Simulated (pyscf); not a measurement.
This saddle point was located with ωB97X-D3(BJ)/def2-SVP in PySCF.

```xyz
11

C     -0.6649    -1.3844     0.2017
Ga    -0.3011     0.4428    -0.4112
H      0.2688    -1.9361     0.3928
H     -1.2299    -1.9407    -0.5646
H     -1.2585    -1.3820     1.1292
H      0.2815     1.4212     1.1103
H      0.6145     0.9257    -1.5822
N     -1.7473     1.7282     0.0071
H     -0.6149     1.7763     0.8691
H     -2.6292     1.3908     0.3889
H     -1.9257     2.5192    -0.6087
```
Charge 0, spin multiplicity 1.

Surface: singlet, charge 0. Lowest wavenumbers (cm⁻¹): 1352i, 89, 146, 243, 417.

### Question
Name the species on either side of this saddle.

### Answer
H₃C–GaH₂ (SMILES [CH3][GaH2]) + NH₃ (SMILES N) <-> H₃C–GaH–NH₂ (SMILES [CH3][GaH][NH2]) + H₂ (SMILES [H][H]), a four-centre exchange read from left to right: Ga–H, H–N broken and Ga–N, H–H formed. At ωB97M-D3(BJ)/def2-TZVP it lies +65.7 kJ/mol from the left side and +96.1 kJ/mol from the right (each side as separated species at their lowest minima found). On the reactant side the descent ends in an adduct with a Ga–N contact (not fully relaxed), 98.1 kJ/mol under the separated species and 156.1 kJ/mol under the saddle at ωB97X-D3(BJ)/def2-TZVP. What is counted as formed (Ga–N) is already present as a longer contact in the reactant adduct; forming that adduct is a step of its own. At the saddle there is also a short Ga–H contact that neither side keeps. This is the saddle that the search found; another between the same sides may lie lower. Elements up to Kr have no core potential and no relativistic terms here.
